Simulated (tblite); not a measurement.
Species: C5H6F (doublet state).
Geometry (GFN2-xTB, Å), atoms numbered from 1 in this order:
```
atom  x, y, z in Å
C1     1.7974   -0.5406    1.1198
C2     1.2574    0.5334    0.5034
F3     1.9989    1.6740    0.5102
C4     0.0250    0.6658   -0.1590
C5    -0.9319   -0.3483   -0.3118
C6    -2.1048   -0.1695   -0.9604
H7     1.2824   -1.4794    1.1596
H8     2.7628   -0.4705    1.5847
H9    -0.1887    1.6380   -0.5801
H10   -0.7131   -1.3185    0.1127
H11   -2.3635    0.7799   -1.3978
H12   -2.8208   -0.9649   -1.0633
```

Calculated harmonic vibrations of the isolated species, GFN2-xTB (tblite), most abundant isotopes, no scaling. The method is semi-empirical: single wavenumbers can be off by several per cent or more. One conformer, not necessarily the lowest. Open shells enter through the occupations alone, without spin polarisation, and single modes of such species can be off by tens of per cent.

Harmonic wavenumbers (cm⁻¹): 140.2, 151.0, 190.9, 365.6, 448.6, 506.7, 512.3, 577.7, 613.9, 766.2, 802.1, 835.6, 885.8, 932.5, 985.5, 1029.4, 1170.7, 1228.5, 1268.7, 1345.7, 1380.0, 1432.5, 1503.1, 1573.6, 3068.9, 3089.7, 3109.7, 3144.8, 3147.0, 3188.9.

A = 9256, B = 1976, C = 1628 MHz; mass 85.045 u (most abundant isotopes); point group Cs, symmetry number 1; spin multiplicity 2.

Question: What is the zero-point energy?

Answer: Half the sum of the wavenumbers: 19698 cm⁻¹ = 235.64 kJ/mol.

Question: What is S at 273.15 K and 1 bar for an ideal gas of classical rigid rotors and harmonic oscillators?

Answer: Translation 162.45, rotation 110.96, vibration 48.31, spin (R ln 2) 5.76: S = 327.5 J/(mol K).

Question: And Cp and H(273.15 K) − H(0)?

Answer: Cp = 100.65 J/(mol K), of which vibrations give 67.40 (their classical limit is 30 R = 249.4); H(273.15 K) − H(0) = 17.12 kJ/mol without the zero-point energy, 8.04 from vibrations.

Question: How do the functions run with temperature in this model?

Answer: 
```json
{"T (K)": "150", "S (J/(mol K))": "279.0", "Cp (J/(mol K))": "65.1", "H − H(0) (kJ/mol)": "6.94", "G − H(0) (kJ/mol)": "-34.91", "ln q(vib)": "0.81"}
{"T (K)": "250", "S (J/(mol K))": "318.9", "Cp (J/(mol K))": "93.9", "H − H(0) (kJ/mol)": "14.87", "G − H(0) (kJ/mol)": "-64.85", "ln q(vib)": "1.98"}
{"T (K)": "298.15", "S (J/(mol K))": "336.6", "Cp (J/(mol K))": "107.8", "H − H(0) (kJ/mol)": "19.73", "G − H(0) (kJ/mol)": "-80.63", "ln q(vib)": "2.60"}
{"T (K)": "400", "S (J/(mol K))": "372.2", "Cp (J/(mol K))": "134.6", "H − H(0) (kJ/mol)": "32.11", "G − H(0) (kJ/mol)": "-116.75", "ln q(vib)": "4.00"}
{"T (K)": "600", "S (J/(mol K))": "434.6", "Cp (J/(mol K))": "173.3", "H − H(0) (kJ/mol)": "63.19", "G − H(0) (kJ/mol)": "-197.59", "ln q(vib)": "6.88"}
{"T (K)": "900", "S (J/(mol K))": "512.2", "Cp (J/(mol K))": "208.5", "H − H(0) (kJ/mol)": "120.92", "G − H(0) (kJ/mol)": "-340.03", "ln q(vib)": "11.09"}
```

q(vib) and H(0) count from the zero-point level.

Question: What must be added to the electronic energy to get the Gibbs energy at 273.15 K and 1 bar?

Answer: ZPE + [H(273.15 K) − H(0)] − T·S = 235.64 + 17.12 − 89.45 = 163.31 kJ/mol.

Hindered rotation and anharmonicity are outside this model. Other conformers, if any are populated, would add a mixing term that is left out.
